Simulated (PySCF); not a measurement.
# C4H6O2 (2,3-Butanedione): the cost of one run

Programs: PySCF 2.14.0, with density-fitted response routines of our own. Each step states its level of theory. These are calculated values for one molecule in the gas phase, unless marked as measured. Atoms count from 0, in the outputs and in this text.

### Step 1. The starting structure

12 atoms, charge 0, multiplicity 1; geometry from: MMFF94s.

Bonds of the start (Å): C0–C1 1.50, C1–O2 1.22, C1–C3 1.52, C3–C4 1.50, C3–O5 1.22, C0–H6 1.09, C0–H7 1.09, C0–H8 1.09, C4–H9 1.09, C4–H10 1.09, C4–H11 1.09.

### Step 2. Geometry optimisation at PBE0-D3(BJ)/def2-SVP

The job: settings as JSON, then the geometry in Å.

```
{"job": {"xc": "PBE0", "basis": "def2-SVP", "d3": "d3bj", "grid": 1, "kind": "geom"}, "charge": 0, "multiplicity": 1}
C      1.928947    -0.081050     0.339699
C      0.632683     0.256255    -0.334879
O      0.549921     0.906066    -1.369321
C     -0.632683    -0.256249     0.334882
C     -1.928946     0.081045    -0.339701
O     -0.549922    -0.906047     1.369333
H      1.947045     0.348042     1.344596
H      2.758247     0.340959    -0.235153
H      2.052392    -1.165929     0.385146
H     -2.052398     1.165923    -0.385152
H     -1.947040    -0.348049    -1.344599
H     -2.758245    -0.340965     0.235151
```

Run with:

```console
$ OMP_NUM_THREADS=1 python probes_run.py task.json out
```

This one command runs all jobs of the session in turn.

**Question.** How long does this first job take on 1 thread of Arm Neoverse V1, shared host, and how much memory does it need?

About 25 s, with a peak of 0.46 GiB.
